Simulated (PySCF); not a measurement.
Run record: excited-state job, 2-propyne-1-thiol (`C#CCS`).

Method: TDDFT B3LYP/def2-SVPD, vertical, gas phase, core orbitals frozen in the response (PySCF 2.14.0, density-fitted response routines). Geometry: PBE0-D3(BJ)/def2-SVP. The input is one job of a driver script: a line of settings, then coordinates in Å.

Command:
```bash
OMP_NUM_THREADS=1 python probes_run.py task.json out
```

Input:
```
{"job": {"kind": "uv", "xc": "B3LYP", "basis": "def2-SVPD", "ip": true}, "charge": 0, "multiplicity": 1}
C     -2.023065     0.090032     0.530798
C     -0.886843    -0.098819     0.158952
C      0.478652    -0.314308    -0.282052
S      1.556272     1.040329     0.326439
H     -3.032751     0.257615     0.857168
H      0.512357    -0.347548    -1.382471
H      0.845440    -1.279405     0.101655
H      2.688168     0.566444    -0.238708
```

Output:
```
coarse grid: 7368 points
cycle   1  E = -514.5667124185  dE =  3.237e-01  |g| = 3.118e-01  |ddm| = 7.347e+00
cycle   2  E = -514.5649911984  dE =  1.721e-03  |g| = 3.202e-01  |ddm| = 1.811e+00
cycle   3  E = -514.5940563198  dE = -2.907e-02  |g| = 8.103e-02  |ddm| = 6.615e-01
cycle   4  E = -514.5952359046  dE = -1.180e-03  |g| = 4.826e-02  |ddm| = 1.299e-01
cycle   5  E = -514.5958238101  dE = -5.879e-04  |g| = 6.004e-03  |ddm| = 6.550e-02
cycle   6  E = -514.5958332821  dE = -9.472e-06  |g| = 1.493e-03  |ddm| = 2.234e-02
final grid: 66864 points
cycle   7  E = -514.6563309368  dE = -1.449e-05  |g| = 1.982e-03  |ddm| = 7.165e-02
cycle   8  E = -514.6563287161  dE =  2.221e-06  |g| = 3.574e-03  |ddm| = 8.098e-03
cycle   9  E = -514.6563318945  dE = -3.178e-06  |g| = 8.235e-04  |ddm| = 4.622e-03
cycle  10  E = -514.6563320769  dE = -1.824e-07  |g| = 8.810e-05  |ddm| = 1.323e-03
cycle  11  E = -514.6563320792  dE = -2.295e-09  |g| = 2.916e-05  |ddm| = 2.221e-04
cycle  12  E = -514.6563320795  dE = -2.924e-10  |g| = 7.109e-06  |ddm| = 6.929e-05
converged SCF energy = -514.6563320795

Static polarisability (au): isotropic 57.827, principal 44.700 50.106 78.675

Singlet excitations
state   eV       nm        f      main configurations
  1   5.2851    234.6   0.00148   H->L+1 0.95
  2   5.4516    227.4   0.01216   H->L 0.98
  3   6.1654    201.1   0.00320   H-2->L 0.74, H-2->L+1 0.14
  4   6.3861    194.1   0.02616   H->L+2 0.57, H-1->L 0.27, H-2->L+2 0.10
  5   6.5797    188.4   0.02289   H->L+2 0.40, H-1->L 0.25, H-2->L+2 0.21
  6   6.6970    185.1   0.00218   H-2->L+1 0.80, H-2->L 0.12
  7   6.7105    184.8   0.00085   H-1->L+1 0.80, H-1->L 0.15
  8   6.7448    183.8   0.00036   H-1->L+2 0.91
  9   7.0013    177.1   0.01681   H->L+4 0.77, H->L+3 0.18
 10   7.0894    174.9   0.03583   H->L+3 0.49, H->L+5 0.25, H->L+4 0.20

Triplet excitations (Tamm-Dancoff, eV): 4.8013 5.0921 5.1886 5.6472
Vertical ionisation energy (delta-SCF) = 9.3290 eV
```

The SCF starts on a coarse grid where the log names one; the energy can jump when the final grid takes over, and dE then counts from the start density on the new grid. H and L stand for HOMO and LUMO; the number after each pair is its weight.

Question: Give S1 in cm⁻¹ and kJ/mol.

Answer: 5.2851 eV × 8065.54 = 42627 cm⁻¹; × 96.485 = 509.9 kJ/mol.

Summary of the converged run: HOMO -6.85 eV, LUMO -0.36 eV; lowest singlet 5.29 eV; lowest triplet 4.80 eV (Tamm–Dancoff); mean polarisability 57.8 au.

The run took 54 s (with the writing of density and orbital grids) on Intel Xeon Platinum 8259CL at 2.50 GHz, one thread, no GPU, on a shared host, and the process peaked at 0.54 GiB of memory.

One conformer stands for the species.
Labels such as C1 count atoms from 1, the log's own numbers from 0.
